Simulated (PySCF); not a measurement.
C₄H₇NO.
SMILES: `N(/[H])=C\[C@H](C)C=O`

Method used: TDDFT CAM-B3LYP/def2-SVPD, vertical, gas phase, core orbitals frozen in the response in PySCF. The structure is a single GFN2-xTB conformer in the gas phase; no vibrational or solvent corrections. Torsions of this conformer, `[H]/[N:4]=[CH:3]/[C@H:2]([CH3:1])[CH:5]=[O:6]`: C1–C2–C3–N4 -113°, C1–C2–C5–O6 -115°.

Predict the UV-vis stick spectrum at this level.

```json
{"state": "S1", "E (eV)": "4.34", "ν̃ (cm⁻¹)": "34990", "f": "0.0002", "|μ| (D)": "0.12", "main configurations (H = HOMO, L = LUMO)": "H→L (57%), H-1→L (38%)"}
{"state": "S2", "E (eV)": "5.25", "ν̃ (cm⁻¹)": "42330", "f": "0.0026", "|μ| (D)": "0.36", "main configurations (H = HOMO, L = LUMO)": "H→L+1 (66%), H-1→L+1 (28%)"}
{"state": "S3", "E (eV)": "6.58", "ν̃ (cm⁻¹)": "53080", "f": "0.0014", "|μ| (D)": "0.24", "main configurations (H = HOMO, L = LUMO)": "H-1→L (57%), H→L (40%)"}
{"state": "S4", "E (eV)": "6.95", "ν̃ (cm⁻¹)": "56060", "f": "0.015", "|μ| (D)": "0.76", "main configurations (H = HOMO, L = LUMO)": "H-1→L+1 (65%), H→L+1 (27%)"}
{"state": "S5", "E (eV)": "7.33", "ν̃ (cm⁻¹)": "59130", "f": "0.013", "|μ| (D)": "0.67", "main configurations (H = HOMO, L = LUMO)": "H→L+3 (42%), H→L+2 (28%), H-1→L+3 (15%)"}
{"state": "S6", "E (eV)": "7.46", "ν̃ (cm⁻¹)": "60170", "f": "0.037", "|μ| (D)": "1.14", "main configurations (H = HOMO, L = LUMO)": "H→L+2 (40%), H→L+3 (25%), H-1→L+2 (20%)"}
{"state": "S7", "E (eV)": "8.01", "ν̃ (cm⁻¹)": "64600", "f": "0.029", "|μ| (D)": "0.98", "main configurations (H = HOMO, L = LUMO)": "H-2→L (88%)"}
{"state": "S8", "E (eV)": "8.07", "ν̃ (cm⁻¹)": "65060", "f": "0.040", "|μ| (D)": "1.14", "main configurations (H = HOMO, L = LUMO)": "H→L+5 (28%), H→L+3 (21%), H-1→L+2 (19%)"}
```

Triplets (Tamm–Dancoff): T1 3.75 eV, H→L (54%), H-1→L (40%); T2 4.44 eV, H→L+1 (60%), H-1→L+1 (32%); T3 5.28 eV, H-2→L+1 (78%).

The lowest singlet lies at 4.34 eV (286 nm, ultraviolet) and is dark (f under 0.0005); its leading configuration is HOMO→LUMO (57%). The strongest level in the table is S8 at 8.07 eV (154 nm, f = 0.040). It is the last of those listed, so stronger ones may follow. Löwdin shares by element: HOMO nitrogen 32%, oxygen 25%, carbon 18% or more (atoms not listed hold the other 24%); LUMO carbon 45% or more, oxygen 33%, hydrogen 7% or more. Of the 8 states listed, 5 reach f = 0.01 and 1 stays under 0.0005. The oscillator strengths of these states sum to 0.138; summed over the whole spectrum of an exact calculation they would give the number of electrons, 46 (Thomas–Reiche–Kuhn). Orbital energies (eV): HOMO-3 -11.93, HOMO-2 -10.83, HOMO-1 -9.45, HOMO -8.87, LUMO 0.23, LUMO+1 0.85, LUMO+2 1.40. Only the lowest 8 singlets were computed, as vertical energies without vibronic structure.
